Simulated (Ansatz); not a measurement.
Geometry optimisation, RKS B3LYP-D4/def2-SVP in Ansatz 0.2.0.

Input:

```yaml
crystal:
  periodic: [false, false, false]
  atoms:
    - { symbol: Al, position_ang: [0.013364, 0.165689, 0.200006] }
    - { symbol: C, position_ang: [-0.024192, 0.162038, 2.163269] }
    - { symbol: H, position_ang: [-0.98295, -0.205392, 2.562309] }
    - { symbol: H, position_ang: [0.79274, -0.442548, 2.592955] }
    - { symbol: H, position_ang: [0.108292, 1.187216, 2.555872] }
    - { symbol: H, position_ang: [1.318554, 0.058194, -0.674699] }
    - { symbol: Cl, position_ang: [-1.812464, 0.429761, -0.846876] }
    - { symbol: H, position_ang: [-0.249086, -2.512265, 0.805913] }
    - { symbol: H, position_ang: [-0.172659, -1.986393, 1.291951] }
basis:
  gaussian: { orbitals: def2-SVP }
hamiltonian:
  xc: b3lyp
  dispersion: d4
relax:
  f_tol: 0.03
  max_steps: 50
```

Launched with:

```bash
$ ansatz run input.yaml --threads 1 --pin off --max-ram 2048MiB --backend cpu --events-out ev --progress --plain --runs-dir out
```

**Question.** Where does it end, and by what steps?

**Answer.** It converged. The force dipped under the threshold on the way, but the program's further checks kept it going. After 19 steps the energy has fallen by 0.157 eV; H9 moved furthest, 0.69 Å.

| step | energy less start (eV) | largest force component (eV/Å) | accepted |
| --- | --- | --- | --- |
| 0 | 0.0000 | 1.250 | yes |
| 1 | -0.0964 | 0.266 | yes |
| 2 | -0.1026 | 0.912 | yes |
| 3 | -0.1289 | 0.192 | yes |
| 4 | -0.1334 | 0.158 | yes |
| 5 | -0.1352 | 0.179 | yes |
| 6 | -0.1409 | 0.422 | yes |
| 7 | -0.1455 | 0.163 | yes |
| 8 | -0.1485 | 0.029 | yes |
| 9 | -0.0620 | 1.387 | no |
| 10 | -0.1508 | 0.218 | yes |
| 11 | -0.1507 | 0.362 | no |
| 12 | -0.1534 | 0.044 | yes |
| 13 | -0.1549 | 0.044 | yes |
| 14 | -0.1519 | 0.442 | no |
| 15 | -0.1559 | 0.030 | yes |
| 16 | -0.1565 | 0.079 | yes |
| 17 | -0.1567 | 0.074 | yes |
| 18 | -0.1569 | 0.032 | yes |
| 19 | -0.1569 | 0.004 | yes |

```xyz
9
Properties=species:S:1:pos:R:3
Al 0.033 0.001 0.367
C -0.015 0.340 2.284
H -0.970 0.030 2.738
H 0.806 -0.172 2.816
H 0.102 1.421 2.481
H 1.349 -0.185 -0.483
Cl -1.787 0.126 -0.734
H -0.591 -2.311 0.399
H 0.064 -2.392 0.784
```

Run time: 56 s on 1 thread of Arm Neoverse V2, on a shared host, peak memory 0.15 GiB.
